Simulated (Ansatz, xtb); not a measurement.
## H2NOSi: which of two isomers lies lower

We compare X, `[H]/N=[Si]/O`, a doublet, with Y, `[NH][SiH]=O`, a doublet. Both are isolated molecules in the gas phase, relaxed with r2SCAN-D4/def2-SVP; the shapes shown needn't be the lowest conformers.

X (Å):

```xyz
5

N    -0.9862   -0.1645    0.3634
O     1.5870   -1.0890   -0.2033
Si    0.6131   -0.0296    0.6236
H    -1.7269    0.3964    0.7810
H     1.1158   -1.7090   -0.7808
```

Y (Å):

```xyz
5

N     0.7964   -0.4194    1.1177
O     0.0607    1.9806   -0.2298
Si    0.1533    0.4373   -0.1971
H     0.5218   -0.3227    2.0983
H    -0.0884   -0.4783   -1.3376
```

Quicker runs give these differences E(Y) − E(X): GFN2-xTB −1.0 kcal/mol; HF/STO-3G +4.4 kcal/mol (at GFN2-xTB geometries); r2SCAN-D4/def2-SVP//GFN2-xTB +25.3 kcal/mol.

Q: Estimate which is lower in electronic energy at CCSD(T)/def2-TZVP, and by roughly how much.

A: The CCSD(T)/def2-TZVP calculation puts structure X lower, by 21.1 kcal/mol.

The same difference at several levels:

| level | geometry | E(Y) − E(X) (kcal/mol) | departure from the last row (kcal/mol) | job, with rough time for the two |
| --- | --- | --- | --- | --- |
| GFN2-xTB | GFN2-xTB | −1.0 | −22.1 | optimisation, 0.11 s |
| HF/STO-3G | GFN2-xTB | +4.4 | −16.7 | single point, 0.57 s |
| r2SCAN-D4/def2-SVP//GFN2-xTB | GFN2-xTB | +25.3 | +4.2 | single point, 6.8 s |
| r2SCAN-D4/def2-SVP | r2SCAN-D4/def2-SVP | +21.7 | +0.6 | optimisation, 2.3 min |
| HF/def2-TZVP | r2SCAN-D4/def2-SVP | +11.6 | −9.5 | part of the CCSD(T) run |
| MP2/def2-TZVP | r2SCAN-D4/def2-SVP | +17.6 | −3.5 | part of the CCSD(T) run |
| CCSD(T)/def2-TZVP | r2SCAN-D4/def2-SVP | +21.1 |  | single point, 77 s |

As drawn, Y has 1 N–Si, 1 O=Si, 1 Si–H in place of 1 N=Si, 1 O–Si, 1 O–H.

GFN2-xTB puts the two in the other order. The largest departure from CCSD(T)/def2-TZVP is that of GFN2-xTB, 22.1 kcal/mol.

With harmonic frequencies from r2SCAN-D4/def2-SVP (ideal gas, rigid rotor, one conformer each, 298.15 K, 1 atm): the zero-point term adds −2.3 kcal/mol; ΔH is +18.9 and ΔG +18.7 kcal/mol.

Open shells are spin-unrestricted, with notable spin contamination under HF/STO-3G. The correlated steps freeze 7 core orbitals. Mirror images aren't counted in ΔG. Codes used: Ansatz 0.2.0, xtb 6.7.1; the last row on 1 thread of Arm Neoverse V1 on a shared host.
